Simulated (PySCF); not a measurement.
C3H2FS2 (charge +1).
Geometry (PBE0-D3(BJ)/def2-SVP, Å), atoms numbered from 1 in this order:
```xyz
8
C3H2FS2 angstrom
F      1.068    1.302    1.714
C      0.486    0.598    0.801
C      0.900    0.473   -0.490
S     -0.073   -0.532   -1.467
C     -1.176   -0.928   -0.280
S     -0.952   -0.275    1.245
H      1.783    0.962   -0.907
H     -2.022   -1.592   -0.490
```

Theory: MP2 and CCSD/aug-cc-pVDZ in PySCF, restricted Hartree–Fock reference, frozen core, non-relativistic, gas phase, PBE0-D3(BJ)/def2-SVP geometry.

E(HF) = -1008.98924 Eh.

Task: How large is the problem?

Result: 164 basis functions and 60 electrons; 14 orbitals frozen, which leaves o = 16 correlated occupied and v = 134 virtual orbitals. That is o·v = 2144 singles and o·v(o·v + 1)/2 = 2299440 distinct closed-shell doubles amplitudes before symmetry; the costliest CCSD step grows as o²v⁴ = 8.3 × 10^10.

Task: What are the MP2 and CCSD correlation energies?

Result: MP2 -0.8773 Eh and CCSD -0.9045 Eh, which gives totals of -1009.86652 and -1009.89371 Eh. That is 0.769 eV for each correlated electron at CCSD (2375 kJ/mol in all, 0.090 % of the total energy); MP2 gives 97.0 % of the CCSD value.

Task: What is the T1 diagnostic?

Result: 0.0174, below the customary warning level of 0.02. It is the norm of the spatial-orbital singles amplitudes over the root of the number of correlated electrons, so the norm is 0.098.

No triples correction and no basis-set extrapolation were made.

The job also held the EOM ionisation roots. On Arm Neoverse V1, one thread, no GPU, shared host, this took 7.4 min.
